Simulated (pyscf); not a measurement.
Optimised with ωB97X-D3(BJ)/def2-SVP in PySCF.

Task: Estimate by transition-state theory the rate constant of `[ClH]` + `[OH][Hf]([Cl])([Cl])[Cl]` → `[Cl][Hf]([Cl])([Cl])[Cl]` + `[OH2]` (singlet surface; Cl–H, Hf–O broken, Cl–Hf, H–O formed) at 298 K, with ωB97M-D3(BJ)/def2-TZVP energies (ideal gas, 1 atm, RRHO with modes under 100 cm⁻¹ raised to 100, one conformer, R ln 2 for rigid chiral ones; no tunnelling).

Result: The electronic barrier is 1.7 kcal/mol and the thermal terms add +9.8, so ΔG‡ = 11.5 kcal/mol. With k_BT/h = 6.21e+12 s⁻¹ and RT = 0.592 kcal/mol, and a volume of 4.06e-20 cm³ per molecule at 1 atm, k = 8.7e-16 cm³ molecule⁻¹ s⁻¹. Wigner's tunnelling factor for 463i cm⁻¹ would be 1.21. A shift of 1 kcal/mol in the barrier changes k by a factor 5.4. On the reactant side the descent ends in an adduct with a Cl–Hf contact, 5.9 kcal/mol under the separated species and 3.0 kcal/mol under the saddle at ωB97X-D3(BJ)/def2-TZVP. On the product side the descent ends in an adduct with a Hf–O contact, 17.3 kcal/mol under the separated species and 20.6 kcal/mol under the saddle at ωB97X-D3(BJ)/def2-TZVP. What is counted as formed (Cl–Hf) is already present as a longer contact in the reactant adduct; forming that adduct is a step of its own. What is counted as broken (Hf–O) persists as a longer contact in the product adduct; parting that adduct is a step of its own. At ωB97X-D3(BJ) the barrier from the zero used here is -2.9 kcal/mol. One saddle was located; it need not be the lowest between these sides. Elements past Kr carry the def2 core potentials, without spin-orbit coupling.
